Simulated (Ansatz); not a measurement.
Cost and result for the atomization energy of C3H8FN, SMILES `NCCCF` (13 atoms, 12 bonds).

```xyz
13

N     1.857   -0.594    0.661
C     0.607   -0.650   -0.079
C    -0.210    0.604    0.171
C    -1.490    0.612   -0.624
F    -2.221    1.754   -0.345
H     1.675   -0.576    1.657
H     2.419   -1.415    0.479
H    -0.008   -1.535    0.155
H     0.852   -0.716   -1.145
H    -0.457    0.680    1.235
H     0.389    1.482   -0.085
H    -2.120   -0.250   -0.379
H    -1.291    0.603   -1.701
```

Total charge 0; spin multiplicity 1. Geometry: relaxed with PBE0-D4/def2-TZVP. It is one conformer, not always the lowest. Program: Ansatz. All runs use 4 threads of an INTEL XEON PLATINUM 8581C on a shared host. Times are those of one run each, without the atoms' runs, and a repeat can differ threefold. Electronic energies, without spin–orbit coupling; frozen cores. CCSD(T)/CBS adds CCSD(T) − MP2 in def2-TZVPP to the MP2 limit, and its time is that of the two runs behind it. T1 = 0.009.

CCSD(T)/CBS is a level of theory with its own doubt, some kJ/mol a heavy atom from the limit and from the frozen cores, so smaller differences don't rank the functionals.

| level | functions | wall time |
| --- | --- | --- |
| LDA (SPW92)/def2-TZVPP | 267 | 0.75 s |
| revPBE-D4/def2-TZVPP | 267 | 1.1 s |
| BLYP-D4/def2-TZVPP | 267 | 1.1 s |
| BHLYP-D4/def2-TZVPP | 267 | 1.6 s |
| r2SCANh-D4/def2-TZVPP | 267 | 2.3 s |
| B2PLYP/def2-TZVPP | 267 | 3.1 s |
| PBE-QIDH/def2-TZVPP | 267 | 3.1 s |
| CCSD(T)/def2-SVP | 110 | 3.3 s |
| B97M-V/def2-TZVPP | 267 | 3.9 s |
| ωB97M-V/def2-TZVPP (with forces) | 267 | 5.5 s |
| MP2/def2-QZVPP | 525 | 16 s |
| CCSD(T)/def2-TZVPP | 267 | 91 s |
| CCSD(T)/CBS(def2) | – | 110 s |

Q: What atomization energy does each give, and how far from CCSD(T)/CBS? (Estimate.)

A: Computed: 
```json
{"level": "LDA (SPW92)/def2-TZVPP", "atomization (kcal/mol)": "1356.1", "difference from CCSD(T)/CBS": "176.0", "per bond": "14.7"}
{"level": "revPBE-D4/def2-TZVPP", "atomization (kcal/mol)": "1177.6", "difference from CCSD(T)/CBS": "-2.5", "per bond": "-0.2"}
{"level": "BLYP-D4/def2-TZVPP", "atomization (kcal/mol)": "1180.3", "difference from CCSD(T)/CBS": "0.2", "per bond": "0.0"}
{"level": "BHLYP-D4/def2-TZVPP", "atomization (kcal/mol)": "1147.0", "difference from CCSD(T)/CBS": "-33.1", "per bond": "-2.8"}
{"level": "r2SCANh-D4/def2-TZVPP", "atomization (kcal/mol)": "1172.5", "difference from CCSD(T)/CBS": "-7.6", "per bond": "-0.6"}
{"level": "B2PLYP/def2-TZVPP", "atomization (kcal/mol)": "1169.3", "difference from CCSD(T)/CBS": "-10.8", "per bond": "-0.9"}
{"level": "PBE-QIDH/def2-TZVPP", "atomization (kcal/mol)": "1173.6", "difference from CCSD(T)/CBS": "-6.5", "per bond": "-0.5"}
{"level": "CCSD(T)/def2-SVP", "atomization (kcal/mol)": "1123.1", "difference from CCSD(T)/CBS": "-57.0", "per bond": "-4.7"}
{"level": "B97M-V/def2-TZVPP", "atomization (kcal/mol)": "1178.9", "difference from CCSD(T)/CBS": "-1.2", "per bond": "-0.1"}
{"level": "ωB97M-V/def2-TZVPP (with forces)", "atomization (kcal/mol)": "1184.1", "difference from CCSD(T)/CBS": "4.0", "per bond": "0.3"}
{"level": "MP2/def2-QZVPP", "atomization (kcal/mol)": "1182.6", "difference from CCSD(T)/CBS": "2.5", "per bond": "0.2"}
{"level": "CCSD(T)/def2-TZVPP", "atomization (kcal/mol)": "1150.6", "difference from CCSD(T)/CBS": "-29.5", "per bond": "-2.5"}
{"level": "CCSD(T)/CBS(def2)", "atomization (kcal/mol)": "1180.1", "difference from CCSD(T)/CBS": "0.0", "per bond": "0.0"}
```

From r2SCAN to r2SCAN0 (25 % exact exchange), in def2-TZVPP and without D4, the atomization energy moves by −16.0 kcal/mol: exact exchange takes away binding that semilocal exchange gives to molecules. In def2-TZVPP, CCSD(T) changes the Hartree–Fock value by +295.8 kcal/mol (the triples alone add +15.6 kcal/mol) and MP2 by +310.4 kcal/mol; breaking electron pairs costs correlation energy, which Hartree–Fock lacks. At CCSD(T), def2-SVP lies −57.0 kcal/mol from the extrapolated value and def2-TZVPP −29.5 kcal/mol: correlation converges slowly with the basis, and small sets miss more of it in the bonded molecule than in its fragments.
